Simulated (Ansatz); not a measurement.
# H₅OPSi: vertical ionisation energy

One table from this session's results is given with a row withheld; the runs are named, their logs left out.

The runs use Ansatz 0.2.0, Gaussian basis; unrestricted cation, the program's frozen cores in correlated methods.

Plan: UKS PBE-D4/def2-TZVPP; UKS r2SCAN-D4/def2-TZVPP; UKS PBE0-D4/def2-TZVPP; UKS B3LYP-D4/def2-TZVPP; UKS wB97X-V/def2-TZVPP; UKS wB97M-V/def2-TZVPP; UKS B2PLYP/def2-TZVPP; UHF-CCSD(T)/def2-TZVPP; UHF-MP2/def2-QZVPP; extrapolation to the limit; then −ε(HOMO) from the neutral's earlier runs with LDA (SPW92), PBE-D4, revPBE-D4, BLYP-D4, r2SCAN-D4, B97M-V, PBE0-D4, B3LYP-D4, r2SCANh-D4, r2SCAN0-D4, HSE06-D4, BHLYP-D4, CAM-B3LYP-D4, LC-ωPBE, ωB97X-V, ωB97M-V.

### The geometry

All runs share one geometry, relaxed beforehand with PBE0-D4 in a triple-zeta def2 set.

SMILES `OP[SiH3]`, 8 atoms, charge 0, spin multiplicity 1.

Atoms are counted from 1 here; the program's logs count them from 0.

Bond lengths: O1–P2 1.666 Å, O1–H4 0.960 Å, P2–Si3 2.260 Å, P2–H5 1.427 Å, Si3–H6 1.489 Å, Si3–H7 1.487 Å, Si3–H8 1.486 Å. Angles: P2–O1–H4 109.1°, O1–P2–Si3 99.0°, O1–P2–H5 99.5°, Si3–P2–H5 92.7°, P2–Si3–H6 106.5°, P2–Si3–H7 112.7°, P2–Si3–H8 109.2°, H6–Si3–H7 109.8°, H6–Si3–H8 109.3°, H7–Si3–H8 109.3°.

The first run:

in.yaml reads:

```yaml
crystal:
  periodic: [false, false, false]
  atoms:
    - {symbol: O, position_ang: [-1.125599, 0.275021, -1.485269]}
    - {symbol: P, position_ang: [-0.452817, 1.099005, -0.203017]}
    - {symbol: Si, position_ang: [0.556089, -0.632694, 0.841879]}
    - {symbol: H, position_ang: [-1.980824, 0.659263, -1.692425]}
    - {symbol: H, position_ang: [0.764430, 1.528986, -0.810590]}
    - {symbol: H, position_ang: [1.503427, -0.038575, 1.824349]}
    - {symbol: H, position_ang: [1.294056, -1.517585, -0.097310]}
    - {symbol: H, position_ang: [-0.466761, -1.430621, 1.566484]}
basis:
  gaussian: {orbitals: def2-TZVPP}
total_charge: 1
magnetization: {spin_polarized: true, initial_magnetization: 1}
hamiltonian: {xc: pbe, dispersion: d4}
```

Run with:

```
> ansatz run in.yaml --threads 2 --pin off --events-out ev --progress --plain --max-ram 4352MiB
```

Steps of the session up to this table: Cation, UKS PBE-D4/def2-TZVPP; Cation, UKS r2SCAN-D4/def2-TZVPP; Cation, UKS PBE0-D4/def2-TZVPP; Cation, UKS B3LYP-D4/def2-TZVPP; Cation, UKS wB97X-V/def2-TZVPP; Cation, UKS wB97M-V/def2-TZVPP; Cation, UKS B2PLYP (frozen core)/def2-TZVPP; Cation, UHF-CCSD(T)/def2-TZVPP; Cation, UHF-MP2/def2-QZVPP.

One table of the session follows, with a row left open; its other results are not shown here.

For comparison, −ε(HOMO) of the neutral from earlier runs:

```
  functional  −ε(HOMO) (eV)
 LDA (SPW92)              ?
      PBE-D4           5.91
   revPBE-D4           5.86
     BLYP-D4           5.77
   r2SCAN-D4           6.13
      B97M-V           6.28
     PBE0-D4           7.05
    B3LYP-D4           6.84
  r2SCANh-D4           6.55
  r2SCAN0-D4           7.19
    HSE06-D4           6.65
    BHLYP-D4           8.08
CAM-B3LYP-D4           8.34
     LC-ωPBE           9.67
     ωB97X-V           9.33
     ωB97M-V           9.17
```

Q: Estimate the row for LDA (SPW92) from the others.

The run gave: −ε(HOMO) (eV): 6.00. In the column «−ε(HOMO) (eV)» it lies between PBE-D4 (5.91) and r2SCAN-D4 (6.13).
